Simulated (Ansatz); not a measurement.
Relaxation of H3O2Si (6 atoms, charge 0, multiplicity 2), to a largest force component of 0.02 eV/Å in at most 50 steps.

All numbers below come from UKS PBE0-D4/def2-SVP in Ansatz 0.2.0.

```xyz
6
Properties=species:S:1:pos:R:3:forces:R:3
O -1.023 -0.629 -0.232 -0.33 -0.31 0.54
Si 0.439 0.069 -0.519 0.01 -0.56 -0.90
O 1.249 -0.054 0.877 0.85 0.02 0.94
H -1.666 -0.722 -0.926 -0.34 -0.03 -0.43
H 0.240 1.463 -0.900 -0.08 0.95 -0.28
H 0.761 -0.127 1.700 -0.12 -0.07 0.14
```

Task: Where does it end, and by what steps?

Result: It converged. After 14 steps the energy has fallen by 0.132 eV; H6 moved furthest, 0.45 Å.

| step | energy less start (eV) | largest force component (eV/Å) | accepted |
| --- | --- | --- | --- |
| 0 | 0.0000 | 0.950 | yes |
| 1 | -0.0506 | 0.620 | yes |
| 2 | -0.0686 | 0.156 | yes |
| 3 | -0.0746 | 0.562 | yes |
| 4 | -0.0747 | 0.581 | yes |
| 5 | -0.0230 | 1.886 | no |
| 6 | -0.0868 | 0.258 | yes |
| 7 | -0.1060 | 0.233 | yes |
| 8 | -0.1232 | 0.214 | yes |
| 9 | -0.1252 | 0.490 | yes |
| 10 | -0.1200 | 0.150 | no |
| 11 | -0.1287 | 0.115 | yes |
| 12 | -0.1237 | 0.505 | no |
| 13 | -0.1297 | 0.190 | yes |
| 14 | -0.1321 | 0.014 | yes |

```xyz
6
Properties=species:S:1:pos:R:3
O -1.221 -0.412 -0.213
Si 0.351 0.098 -0.460
O 1.072 0.260 1.027
H -1.618 -0.928 -0.921
H 0.418 1.477 -1.051
H 0.998 -0.495 1.618
```

Whether the end is a true minimum wasn't checked by a vibrational analysis.

Run time: 49 s on 1 thread of Intel(R) Xeon(R) Platinum 8488C (Sapphire Rapids), on a shared host, peak memory 0.15 GiB.
